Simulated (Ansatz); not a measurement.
**AlH3S2 (SMILES [SH][AlH][SH]): a rigid scan of the angle S1–Al2–S3**

Aim: the energy along the angle S1–Al2–S3, from CCSD(T) and from cheaper methods, relative to the minimum. No other atom is relaxed.

Method: single points in def2-TZVPP; program: Ansatz 0.2.0, Gaussian basis.

Levels: PBE-D4, r2SCAN-D4, PBE0-D4, B3LYP-D4, wB97M-V, Hartree-Fock, MP2, CCSD, CCSD(T). The scan takes 92.1, 98.1, 104.1, 110.1, 116.1, 122.1, 128.1, 134.1, 140.1°.

Cores are frozen in the correlated methods. B3LYP uses VWN-RPA correlation.

39 further runs of the same task are left out: 39 set aside as unsound or not needed.

### Step 1. The starting structure

The minimum, relaxed at PBE0-D4: SMILES `[SH][AlH][SH]`, 6 atoms, charge 0, spin multiplicity 1.

Atoms are counted from 1 here; the program's logs count them from 0.

Bond lengths: S1–Al2 2.178 Å, S1–H4 1.344 Å, Al2–S3 2.178 Å, Al2–H5 1.576 Å, S3–H6 1.344 Å. Angles: Al2–S1–H4 92.3°, S1–Al2–S3 116.1°, S1–Al2–H5 122.0°, S3–Al2–H5 122.0°, Al2–S3–H6 92.3°.

As a file:

```xyz
6
charge 0, multiplicity 1
S    -1.4840   -1.2715   -0.8060
Al    0.0336    0.1065   -0.0699
S     1.0984   -0.5117    1.7266
H    -1.7947   -0.4646   -1.8357
H     0.3431    1.4712   -0.7948
H     1.8455    0.6060    1.7337
```

Energies of the minimum (eV), from earlier single points: PBE-D4 -28306.80265, r2SCAN-D4 -28317.70151, PBE0-D4 -28309.26460, B3LYP-D4 -28321.74279, wB97M-V -28318.07987, CCSD(T) -28282.23520.

At the minimum the angle S1–Al2–S3 is 116.1°.

### Step 2. S1–Al2–S3 = 92.1°

ccsdt-tzvpp/in.yaml reads:

```yaml
crystal:
  periodic: [false, false, false]
  atoms:
    - {symbol: S, position_ang: [-1.172864, -1.706791, -0.075544]}
    - {symbol: Al, position_ang: [0.033570, 0.106482, -0.069918]}
    - {symbol: S, position_ang: [1.098445, -0.511731, 1.726555]}
    - {symbol: H, position_ang: [-1.832934, -1.329079, -1.184268]}
    - {symbol: H, position_ang: [0.343061, 1.471194, -0.794820]}
    - {symbol: H, position_ang: [1.845547, 0.606041, 1.733676]}
basis:
  gaussian: {orbitals: def2-TZVPP}
correlation: {method: ccsd_t}
```

No record of the launch command was kept for these runs.

After this run come: S1–Al2–S3 = 98.1°; S1–Al2–S3 = 104.1°; S1–Al2–S3 = 110.1°; S1–Al2–S3 = 116.1°; S1–Al2–S3 = 122.1°; S1–Al2–S3 = 128.1°; S1–Al2–S3 = 134.1°; S1–Al2–S3 = 140.1°.

What does the calculation give? Wanted: highest point, CCSD(T); lowest point, CCSD(T); minimum along the scan, CCSD(T); RMS deviation from CCSD(T); largest T1 diagnostic.

**Answer**, as computed:

```
                       quantity                                                                                           value
         highest point, CCSD(T)                                                                               403 meV at 92.1 °
          lowest point, CCSD(T)                                                                                0 meV at 116.1 °
minimum along the scan, CCSD(T)                                                                                         116.3 °
                curvature there                                                                                   1.19 meV/deg²
     RMS deviation from CCSD(T)  PBE-D4 21, r2SCAN-D4 8, PBE0-D4 11, B3LYP-D4 5, wB97M-V 8, Hartree-Fock 44, MP2 11, CCSD 7 meV
          largest T1 diagnostic                                                                                           0.012
```

What this shows: A polynomial through the near points puts the CCSD(T) minimum 0.2° above the PBE0-D4 value. Curvature against CCSD(T): PBE-D4 -7 %, Hartree-Fock +14 %. B3LYP-D4 follows the CCSD(T) curve best and Hartree-Fock worst.
